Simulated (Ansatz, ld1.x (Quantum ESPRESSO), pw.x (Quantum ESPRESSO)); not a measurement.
## What a changed setting does to a pw.x run (sc Al)

Potential: norm-conserving Troullier–Martins (Kleinman–Bylander form), ld1.x (Quantum ESPRESSO) 7.5, LDA (PW92); core [Ne], reference 3s1.5 3p0; waves: 3s (bound): rc 2.78 bohr; 3d channel at 0.4 Ry: rc 2.58 bohr; 3p (bound, empty): rc 2.44 bohr; local part: the p channel; core correction: Bessel-smoothed model core, default radius (core density twice the valence density).

The reference run (k-mesh 12³, cutoffs 50/200 Ry, Fermi–Dirac 0.01 Ry, mixing_beta 0.4, conv_thr 1e-9, no spin) gives -0.44 GPa at 19.228 Å³/atom, where all-electron LAPW gives 0.27 GPa. This run, with its own iteration cap, changes k-mesh shift to 1.

```
&control
  calculation='scf', prefix='x', pseudo_dir='./', outdir='./tmp', tstress=.true., disk_io='none'
/
&system
  ibrav=0, nat=1, ntyp=1, ecutwfc=50, ecutrho=200, nbnd=8,
  occupations='smearing', smearing='fd', degauss=0.01
/
&electrons
  conv_thr=1e-09, mixing_beta=0.4, electron_maxstep=50
/
ATOMIC_SPECIES
Al 1.0 Al.UPF
CELL_PARAMETERS angstrom
  2.67903284 0.00000000 0.00000000
  0.00000000 2.67903284 0.00000000
  0.00000000 0.00000000 2.67903284
ATOMIC_POSITIONS crystal
Al 0.0000 0.0000 0.0000
K_POINTS automatic
12 12 12 1 1 1
```

```bash
pw.x < Al.scf.in > Al.scf.out
```

Question: How does the run end?

Answer: It converges in 7 iterations; the free energy moves by -3.6 meV/atom and the pressure by +0.03 GPa.

```
Message from routine setup:
     using ibrav=0 with symmetry is DISCOURAGED, use correct ibrav instead
     lattice parameter (alat)  =       5.0626  a.u.
     unit-cell volume          =     129.7570 (a.u.)^3
     number of electrons       =         3.00
     number of Kohn-Sham states=            8
     kinetic-energy cutoff     =      50.0000  Ry
     charge density cutoff     =     200.0000  Ry
     scf convergence threshold =      1.0E-09
     Exchange-correlation= PW
     number of k points=    56  Fermi-Dirac smearing, width (Ry)=  0.0100
     iteration #  1     ecut=    50.00 Ry     beta= 0.40
     total energy              =      -8.74579490 Ry
     estimated scf accuracy    <       0.07104515 Ry
     iteration #  2     ecut=    50.00 Ry     beta= 0.40
     total energy              =      -8.73520743 Ry
     estimated scf accuracy    <       0.02027966 Ry
     iteration #  3     ecut=    50.00 Ry     beta= 0.40
     total energy              =      -8.73685550 Ry
     estimated scf accuracy    <       0.00004115 Ry
     iteration #  4     ecut=    50.00 Ry     beta= 0.40
     c_bands:  1 eigenvalues not converged
     total energy              =      -8.73684431 Ry
     estimated scf accuracy    <       0.00005043 Ry
     iteration #  5     ecut=    50.00 Ry     beta= 0.40
     total energy              =      -8.73684752 Ry
     estimated scf accuracy    <       0.00000008 Ry
     iteration #  6     ecut=    50.00 Ry     beta= 0.40
     total energy              =      -8.73684763 Ry
     estimated scf accuracy    <       0.00000013 Ry
     iteration #  7     ecut=    50.00 Ry     beta= 0.40
     the Fermi energy is     5.7763 ev
!    total energy              =      -8.73684763 Ry
     estimated scf accuracy    <          5.3E-11 Ry
     smearing contrib. (-TS)   =      -0.00200462 Ry
     The total energy is F=E-TS. E is the sum of the following terms:
     one-electron contribution =       2.55839264 Ry
     hartree contribution      =       0.03105606 Ry
     xc contribution           =      -6.28034511 Ry
     ewald contribution        =      -5.04394661 Ry
     convergence has been achieved in   7 iterations
          total   stress  (Ry/bohr**3)                   (kbar)     P=       -4.12
     Message from routine punch:
     Nothing written, as per user request (disk_io='none')
```

The run took about 4.7 s on one core of a shared server CPU.
